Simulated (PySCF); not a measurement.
## Complex of water and thioformaldehyde

A gas-phase complex of water and thioformaldehyde; neutral, singlet. The structure comes from a short search (a few tight-binding starts) and was relaxed by PBE0-D3(BJ)/def2-SVPD; another way of binding may lie lower. No frequency run checks that it is a minimum.

| part | name | SMILES | atoms | charge | multiplicity |
| --- | --- | --- | --- | --- | --- |
| 1 | water | O | 1–3 | 0 | 1 |
| 2 | thioformaldehyde | C=S | 4–7 | 0 | 1 |

```xyz
7

O    -0.016    0.280    0.069
H    -0.664   -0.333   -0.280
H     0.631   -0.265    0.543
C     2.556    1.285    1.636
S     2.641   -0.309    1.863
H     1.752    1.739    1.040
H     3.301    1.967    2.067
```
Atoms count from 1 in this order.

Contacts between parts, classed by geometry: H3···S5 2.405 Å (hydrogen bond, 147°).

Interaction energies are complex less parts, with the parts frozen as they stand in it; counterpoise-corrected, in kcal/mol (PySCF). The CCSD(T) estimate is Hartree-Fock/aug-cc-pVTZ, plus the MP2 correlation part extrapolated as X⁻³ from aug-cc-pVDZ and aug-cc-pVTZ, plus CCSD(T) less MP2 in aug-cc-pVDZ; noble-gas cores are frozen. It isn't the exact limit.

(1) How strongly do the parts interact, level by level?

(2) What holds them together? Decompose the MP2/aug-cc-pVTZ energy: frozen parts, their antisymmetrised product, then relaxation.

The orbital and correlation terms together hold the superposition error of 0.6 kcal/mol.

Answers

(1) 
```json
{"level": "Hartree-Fock/aug-cc-pVTZ", "interaction": "-2.06", "superposition error removed": "-"}
{"level": "MP2/aug-cc-pVTZ", "interaction": "-4.36", "superposition error removed": "-0.61"}
{"level": "CCSD(T), estimated basis limit", "interaction": "-4.47", "superposition error removed": "-"}
```

(2) electrostatic -7.3, Pauli repulsion +8.0, orbital relaxation -2.8, correlation -2.8 kcal/mol, which sum to the value before the counterpoise correction, the first three by Hartree-Fock. Of the attraction, 57 % is electrostatic, 22 % is correlation, 22 % is orbital relaxation.
